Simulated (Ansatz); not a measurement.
System: solid CO2 (dry ice). Method: r²SCAN+rVV10 (PAW; Ansatz, an electronic-structure program).

Settings: plane-wave cutoff 500 eV, 4×4×4 k mesh, gaussian smearing 0.02 eV, scalar-relativistic PAW data made under PBE.

Computed at the level's own relaxed cell.

Task: Give the computed volume per atom and equilibrium lattice constant a.

Result: 
- volume per atom = 13.43 Å³/atom
- equilibrium lattice constant a = 5.442 Å

Measured, for comparison: equilibrium volume per atom 14.32 Å³/atom, lattice constant a 5.56 Å (5 K, zero-point motion not removed; as tabulated in Tran et al. (2019), arXiv:1903.00284). Computed (rounded) less measured: equilibrium volume per atom -6.2 %, lattice constant a -2.1 %.

Computed values are for the static lattice.
